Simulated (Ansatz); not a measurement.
```yaml
crystal:
  periodic: [false, false, false]
  atoms:
    - {symbol: F, position_ang: [-0.553005, -2.102654, -0.225336]}
    - {symbol: B, position_ang: [-0.708527, -0.712631, -0.520578]}
    - {symbol: Al, position_ang: [0.726228, 0.694621, 0.327712]}
    - {symbol: H, position_ang: [-1.767564, -0.530715, -1.005530]}
    - {symbol: H, position_ang: [1.761771, 1.297808, -0.583878]}
    - {symbol: H, position_ang: [0.504206, 1.339858, 1.603938]}
basis:
  gaussian: {orbitals: cc-pVTZ-PP, point_charges: [{charge: 1.00, position_ang: [6.031, -0.468, -0.914]}]}
hamiltonian: {xc: {name: PBE0-DH}}
output: {forces: true}
```

```sh
$ ansatz run in.yaml --threads 2 --pin off --events-out ev --progress --plain --max-ram 4352MiB
```

Shortened log:

```
Functional definition: PBE0-DH
Error: <dir> the basis set cc-pVTZ-PP has no functions for F
```

Question: Something in this input is off. What?

Answer: The basis set is misnamed or doesn't suit the job. The input was rejected before any iteration.
